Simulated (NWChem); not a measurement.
System: carbonyl sulfide (COS); SMILES O=C=S

Input file for NWChem:

```
start job
memory heap 200 mb stack 900 mb global 1100 mb
geometry units angstroms noautoz
  O     -1.676535     0.026960     0.022296
  C     -0.520351     0.008350     0.006924
  S      1.043153    -0.016772    -0.013873
end
basis spherical
  * library def2-tzvpd
end
dft
  xc becke88 lyp
  iterations 150
  mulliken
end
task dft energy
```

Coordinates come from a PBE0/def2-SVP optimisation.

Problem. What results follow from this input? (BLYP/def2-TZVPD.) Quantities: energy (Ha); highest occupied level (eV); orbital gap (eV); dipole (D).

Solution. 
| Quantity | Result |
|---|---|
| energy (Ha) | -511.60 |
| highest occupied level (eV) | -7.31 |
| orbital gap (eV) | 5.48 |
| dipole (D) | 0.76 |
